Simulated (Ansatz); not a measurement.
We consider zinc-blende HgS (metastable phase), described by PBE+SOC in Ansatz (plane waves, PAW).

Settings: plane-wave cutoff 520 eV, 10×10×10 k mesh, Fermi–Dirac smearing 0.01 eV, PAW data made under PBE.

Pressure at four volumes; x = ln(V/26.563 Å³). One pressure is withheld.

| V (Å³/atom) | x | P (GPa) |
|---|---|---|
| 24.969 | -0.0619 | 3.75 |
| 26.563 | 0.0000 | 0.01 |
| 27.625 | 0.0392 | -1.84 |
| 28.157 | 0.0583 | ? |

Pass a parabola P(x) through the three rows shown, estimate the bulk modulus and its pressure derivative near zero pressure, and predict the withheld pressure.

Slopes between the rows: (0.01 − (3.75))/(0.0000 − (-0.0619)) = -60.42 and (-1.84 − (0.01))/(0.0392 − (0.0000)) = -47.19 GPa. Their difference over the span 0.1011 is c = 13.23/0.1011 = 130.9 GPa, so P(x) = 3.75 + (-60.42)(x − (-0.0619)) + 130.9 (x − (-0.0619))(x − (0.0000)). At the middle row B = −dP/dx = −[-60.42 + 130.9 × 0.0619] = 52.3 GPa, and B′ = dB/dP = 2c/B = 5.0. At x = 0.0583 the parabola gives -2.60 GPa; the run gives -2.61 GPa. The Birch–Murnaghan fit to the energies at all volumes has B0 = 51.9 GPa and B′ = 4.9.

Ansatz is a quantum-chemistry and plane-wave program.
